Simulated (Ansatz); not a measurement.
The same path of C2H7NOS (12 atoms, charge 0, multiplicity 1) was run twice with different band settings. The coordinate that changes most is the height of N1 over the plane of its neighbours.

Theory: RKS B3LYP/def2-SVP in Ansatz 0.2.0.

Relaxed end points:

```xyz
12
Properties=species:S:1:pos:R:3
N -1.292 -1.782 0.801
C -0.954 -0.511 0.239
S 0.553 -0.529 -0.886
C 0.993 1.251 -0.806
O 1.358 1.699 0.468
H -1.539 -2.463 0.084
H -0.518 -2.171 1.341
H -1.805 -0.123 -0.343
H -0.714 0.212 1.032
H 1.792 1.375 -1.561
H 0.131 1.859 -1.121
H 2.073 1.127 0.785
```

```xyz
12
Properties=species:S:1:pos:R:3
N -1.035 -1.949 0.511
C -0.915 -0.589 0.037
S 0.584 -0.465 -1.038
C 0.998 1.299 -0.758
O 1.342 1.616 0.562
H -1.958 -2.114 0.912
H -0.340 -2.150 1.230
H -1.805 -0.343 -0.564
H -0.793 0.190 0.814
H 1.809 1.504 -1.483
H 0.138 1.933 -1.023
H 2.050 1.012 0.832
```

Common settings: spring 5.0 eV/Å²; optimiser quadratic models (default); start path through a guess of the saddle point; force threshold 0.03 eV/Å; iteration limit 60; end points relaxed.

| run | movable images | climbing image |
| --- | --- | --- |
| 1 | 7 | yes |
| 2 | 3 | no |

(1) What does each run give, and how far can it be trusted?

Answers

(1) Run 1: converged after 12 iterations, highest image 0.187 eV above the first end. A vibrational analysis at the climbing image gives one clearly imaginary mode, 489i cm⁻¹: a first-order saddle point.
Run 2: converged after 10 iterations, highest image 0.156 eV above the first end. No image climbed, so the highest image needn't sit at the top of the path. So few images can step over the top or miss a turn of the path.
